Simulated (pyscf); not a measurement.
Optimised with ωB97X-D3(BJ)/def2-SVP in PySCF.

Task: For the elementary gas-phase step O=WH(F)(F)–F + HF -> O=W(F)(F)(F)–F + H₂ (singlet surface; H–W, F–H broken, F–W, H–H formed), what barrier and reaction energy does ωB97M-D3(BJ)/def2-TZVP give, measured from the separated reactants?

Result: ΔE‡ = 11.2 kcal/mol, ΔE = -26.8 kcal/mol. Zero-point energy shifts the barrier by +0.1 kcal/mol. It is a four-centre exchange, with an imaginary mode of 1023i cm⁻¹. On the reactant side the descent ends in a bound adduct, 8.1 kcal/mol under the separated species and 17.3 kcal/mol under the saddle at ωB97X-D3(BJ)/def2-TZVP. This is the saddle that the search found; another between the same sides may lie lower. Elements past Kr carry the def2 core potentials, without spin-orbit coupling.
